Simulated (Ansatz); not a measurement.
CH3NO (formaldoxime): entropy by statistical mechanics

A singlet with charge 0, relaxed at PBE0-D4/def2-TZVP (Ansatz 0.2.0):

```xyz
6

C    -0.6415    0.2751   -0.5295
N    -0.0604   -0.5884    0.1860
O     1.0921   -0.0941    0.7579
H    -1.5578   -0.0367   -1.0154
H    -0.2566    1.2852   -0.6630
H     1.4242   -0.8410    1.2640
```

Harmonic wavenumbers in cm⁻¹: 449, 540, 810, 975, 984, 1188, 1363, 1453, 1742, 3115, 3247, 3858.

Masses in u: C 12.011, N 14.007, O 15.999, H 1.008. Take T = 298.15 K, p = 1 bar, R = 8.3145 J/(mol K), kT/hc = 207.22 cm⁻¹, rigid rotor and harmonic oscillator.

Task: Work out S° at 298 K.

Result: 
1. Translation (Sackur–Tetrode): S = R[3/2 ln M + 5/2 ln T − 1.1517] with M = 45.041 gives 156.3 J/(mol K).
2. Rotation: principal moments 7.104, 42.116, 49.220 u Å² give A, B, C = 2.3731, 0.4003, 0.3425 cm⁻¹; the symmetry number is σ = 1; q = (√π/σ)√((kT/hc)³/ABC) = 9269; S = R(ln q + 3/2) = 88.4.
3. Vibration: with u = ν̃/207.22, each mode gives R[u/(eᵘ − 1) − ln(1 − e⁻ᵘ)]; the sum is 7.7, most from 449 cm⁻¹ (3.3), 540 cm⁻¹ (2.4), 810 cm⁻¹ (0.8).
4. Electronic: R ln 1 = 0.0, from the spin multiplicity alone.
5. Sum: 156.3 + 88.4 + 7.7 + 0.0 = 252.4 J/(mol K).

No measured value is set beside it here.
